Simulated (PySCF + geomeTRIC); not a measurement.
Species: C₂H₅, SMILES `[CH2]C` (charge 0, multiplicity 2).

### Question
Give a relaxed geometry from PBE0-D4/def2-TZVP (PySCF + geomeTRIC).

### Answer
the end point of this relaxation (outside a Z-matrix the atoms follow the SMILES, hydrogens last).
Bond lengths (Å): C1–C2 1.479, C1–H3 1.083, C1–H4 1.082, C2–H5 1.094, C2–H6 1.101, C2–H7 1.092. Bond angles (°): C2–C1–H3 120.8, C2–C1–H4 121.3, H3–C1–H4 117.6, C1–C2–H5 111.8, C1–C2–H6 111.8, C1–C2–H7 111.9, H5–C2–H6 106.1, H5–C2–H7 108.1, H6–C2–H7 106.7.
